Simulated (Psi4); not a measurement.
# AlH (SMILES [AlH]): M06-L/def2-TZVPPD

Aim: the energy change on altering one bond length of AlH at M06-L/def2-TZVPPD, from 2 runs. 

The results are computed with Psi4 1.11.

2 further runs of the same task are left out: 2 set aside as unsound or not needed.

## (1) The structure to begin with

The species is AlH (2 atoms), meant as a singlet with charge 0. As SMILES, `[AlH]`. The coordinates come from a PBE0-D4/def2-TZVP relaxation.

Bond lengths: Al1–H2 1.665 Å.

## (2) Energy and forces at M06-L/def2-TZVPPD

The input, alh.json:

```json
{
 "schema_name": "qcschema_input",
 "schema_version": 1,
 "molecule": {
  "schema_name": "qcschema_molecule",
  "schema_version": 2,
  "symbols": ["Al", "H"],
  "geometry": [0.0, 0.0, -0.04845258, 0.0, 0.0, 3.09746899],
  "molecular_charge": 0,
  "molecular_multiplicity": 1,
  "fix_symmetry": "c1",
  "fix_com": true,
  "fix_orientation": true
 },
 "driver": "gradient",
 "model": {
  "method": "m06-l",
  "basis": "def2-TZVPPD"
 },
 "keywords": {
  "puream": true,
  "e_convergence": 1e-09,
  "d_convergence": 1e-08,
  "scf_type": "pk",
  "dft_radial_points": 99,
  "dft_spherical_points": 590,
  "scf_properties": ["MULLIKEN_CHARGES", "LOWDIN_CHARGES", "WIBERG_LOWDIN_INDICES"]
 }
}
```

On the command line:

```sh
$ psi4 --qcschema alh.json -n 1 --memory 1600MB
```

stdout:

```text
[...]
  Running in c1 symmetry.
[...]
  Nuclear repulsion =    4.132334424344851
[...]
  Multiplicity = 1
[...]
  Nalpha       = 7
  Nbeta        = 7
[...]
    Number of basis functions: 65
[...]
   @RKS iter   1:  -242.94106159865538   -3.21216e-01   3.71217e-03 DIIS/ADIIS
[...]
   @RKS iter  10:  -242.96802552156399   -4.37694e-12   4.44230e-09 DIIS
[...]
    Orbital Energies [Eh]
    ---------------------
    Doubly Occupied:
       1A    -55.768783     2A     -4.104517     3A     -2.614186
       4A     -2.614186     5A     -2.604285     6A     -0.336161
       7A     -0.184576
[...]
  @RKS Final Energy:  -242.96802552156399
   => Energetics <=
    Nuclear Repulsion Energy =              4.1323344243448510
    One-Electron Energy =                -345.7594370198593765
    Two-Electron Energy =                 117.6089070615626042
    DFT Exchange-Correlation Energy =     -18.9498299876120520
    Empirical Dispersion Energy =           0.0000000000000000
    VV10 Nonlocal Energy =                  0.0000000000000000
    Total Energy =                       -242.9680255215639875
[...]
 Multipole Moments:
 ------------------------------------------------------------------------------------
     Multipole            Electronic (a.u.)      Nuclear  (a.u.)        Total (a.u.)
 ------------------------------------------------------------------------------------
 L = 1.  Multiply by 2.5417464519 to convert [e a0] to [Debye]
 Dipole X            :          0.0000002            0.0000000            0.0000002
 Dipole Y            :          0.0000006            0.0000000            0.0000006
 Dipole Z            :         -2.5046163            2.4675854           -0.0370308
 Magnitude           :                                                    0.0370308
[...]
  Mulliken Charges: (a.u.)
   Center  Symbol    Alpha    Beta     Spin     Total
       1    AL     6.31011  6.31011  0.00000  0.37978
       2     H     0.68989  0.68989  0.00000 -0.37978
   Total alpha =  7.00000, Total beta =  7.00000, Total charge = -0.00000
  Lowdin Charges: (a.u.)
   Center  Symbol    Alpha    Beta     Spin     Total
       1    AL     6.30764  6.30764  0.00000  0.38472
       2     H     0.69236  0.69236  0.00000 -0.38472
  Total alpha =  7.00000, Total beta =  7.00000, Total charge = -0.00000
[...]
  -Total Gradient:
     Atom            X                  Y                   Z
    ------   -----------------  -----------------  -----------------
       1        0.000000001295     0.000000004419    -0.003578350542
       2       -0.000000001295    -0.000000004418     0.003623794603
[...]
```

The result, in JSON:

```text
{
 "driver": "gradient",
 "model": {
  "method": "m06-l",
  "basis": "def2-TZVPPD"
 },
 "success": true,
 "return_result": [1.294745095649102e-09, 4.418839349118954e-09, -0.0035783505415221822, -1.2945501910892644e-09, -4.417959361688379e-09, 0.0036237946031602297],
 "properties": {
  "calcinfo_nbasis": 65,
  "calcinfo_nmo": 65,
  "calcinfo_nalpha": 7,
  "calcinfo_nbeta": 7,
  "calcinfo_natom": 2,
  "nuclear_repulsion_energy": 4.132334424344851,
  "return_energy": -242.968025521564,
  "return_gradient": [1.294745095649102e-09, 4.418839349118954e-09, -0.0035783505415221822, -1.2945501910892644e-09, -4.417959361688379e-09, 0.0036237946031602297],
  "scf_one_electron_energy": -345.7594370198594,
  "scf_two_electron_energy": 117.6089070615626,
  "scf_xc_energy": -18.949829987612052,
  "scf_dipole_moment": [1.659129453953806e-07, 5.662151731869754e-07, -0.03703083833934473],
  "scf_total_energy": -242.968025521564,
  "scf_total_gradient": [1.294745095649102e-09, 4.418839349118954e-09, -0.0035783505415221822, -1.2945501910892644e-09, -4.417959361688379e-09, 0.0036237946031602297],
  "scf_iterations": 10
 }
}
```

Wall time 5.4 s (1 thread of Intel Xeon 6975P-C (Granite Rapids), shared host); peak memory 0.74 GiB.

## (3) The distorted shape at the same level

The input, alh.xyz:

```xyz
2
AlH
Al     0.000000     0.000000    -0.857990
H      0.000000     0.000000     1.639110
```

The input, alh.py:

```python
import psi4

psi4.set_memory(1600000000)
psi4.set_num_threads(1)
psi4.core.set_output_file('output.dat', False)

with open('alh.xyz') as f:
    atoms = ''.join(f.readlines()[2:])
geom = psi4.geometry('0 1\n' + atoms + 'symmetry c1\nno_reorient\nno_com')

psi4.set_options({
    'basis': 'def2-TZVPPD',
    'reference': 'rks',
    'puream': True,
    'e_convergence': 1e-09,
    'd_convergence': 1e-08,
    'scf_type': 'pk',
    'dft_radial_points': 99,
    'dft_spherical_points': 590,
})

e, wfn = psi4.gradient('m06-l', return_wfn=True)
psi4.oeprop(wfn, 'DIPOLE', 'WIBERG_LOWDIN_INDICES', 'MAYER_INDICES', title='M06-L')
print('gradient / Eh bohr^-1')
print(e.np.round(6))
print(f'energy = {wfn.energy():.10f} Eh')
```

On the command line:

```sh
$ python alh.py
```

output.dat:

```text
[...]
  Running in c1 symmetry.
[...]
  Nuclear repulsion =    2.754917199435345
[...]
  Multiplicity = 1
[...]
  Nalpha       = 7
  Nbeta        = 7
[...]
    Number of basis functions: 65
[...]
   @RKS iter   1:  -242.87298637186996   -3.26952e-01   3.66741e-03 ADIIS/DIIS
[...]
   @RKS iter  11:  -242.91738136526700   -6.82121e-13   3.07974e-09 DIIS
[...]
    Orbital Energies [Eh]
    ---------------------
    Doubly Occupied:
       1A    -55.819351     2A     -4.150591     3A     -2.659368
       4A     -2.659368     5A     -2.653053     6A     -0.309569
       7A     -0.177707
[...]
  @RKS Final Energy:  -242.91738136526700
   => Energetics <=
    Nuclear Repulsion Energy =              2.7549171994353450
    One-Electron Energy =                -342.5622689510713599
    Two-Electron Energy =                 115.7405490234625915
    DFT Exchange-Correlation Energy =     -18.8505786370935802
    Empirical Dispersion Energy =           0.0000000000000000
    VV10 Nonlocal Energy =                  0.0000000000000000
    Total Energy =                       -242.9173813652670049
[...]
  -Total Gradient:
     Atom            X                  Y                   Z
    ------   -----------------  -----------------  -----------------
       1        0.000000000074     0.000000000006    -0.037541335239
       2       -0.000000000074    -0.000000000006     0.037538493828
[...]
 Multipole Moments:
 ------------------------------------------------------------------------------------
     Multipole            Electronic (a.u.)      Nuclear  (a.u.)        Total (a.u.)
 ------------------------------------------------------------------------------------
 L = 1.  Multiply by 2.5417464519 to convert [e a0] to [Debye]
 Dipole X            :          0.0000000            0.0000000            0.0000000
 Dipole Y            :          0.0000000            0.0000000            0.0000000
 Dipole Z            :         16.5698884          -17.9802905           -1.4104022
 Magnitude           :                                                    1.4104022
[...]
```

The script printed:

```text
gradient / Eh bohr^-1
[[ 0.        0.       -0.037541]
 [-0.       -0.        0.037538]]
energy = -242.9173813653 Eh
```

Run time: 5.4 s. Hardware: 1 thread of Intel Xeon 6975P-C (Granite Rapids), shared host; peak memory 0.71 GiB.

## (4) What came out

At M06-L/def2-TZVPPD:

| quantity | value |
| --- | --- |
| first shape: total energy | -242.96803 Eh |
| first shape: dipole moment | 0.09 D |
| first shape: HOMO energy | -5.02 eV |
| first shape: LUMO energy | -2.12 eV |
| first shape: HOMO–LUMO gap | 2.90 eV |
| first shape: largest force on an atom | 0.186 eV/Å |
| distorted shape: total energy | -242.91738 Eh |
| distorted shape: dipole moment | 3.58 D |
| distorted shape: HOMO energy | -4.84 eV |
| distorted shape: LUMO energy | -2.61 eV |
| distorted shape: HOMO–LUMO gap | 2.22 eV |
| distorted shape: largest force on an atom | 1.930 eV/Å |
| energy change with the Al1–H2 bond stretched from 1.665 to 2.497 Å | 1.378 eV |

One bond (distorted shape) is far stretched, which a spin-restricted single reference describes badly; a broken-symmetry solution may lie lower. With the Al1–H2 bond stretched from 1.665 to 2.497 Å the energy rises by 1.38 eV (133 kJ/mol). The first shape isn't relaxed at this level, so the change isn't measured from a minimum. A restricted reference can't describe the breaking bond well at this length.
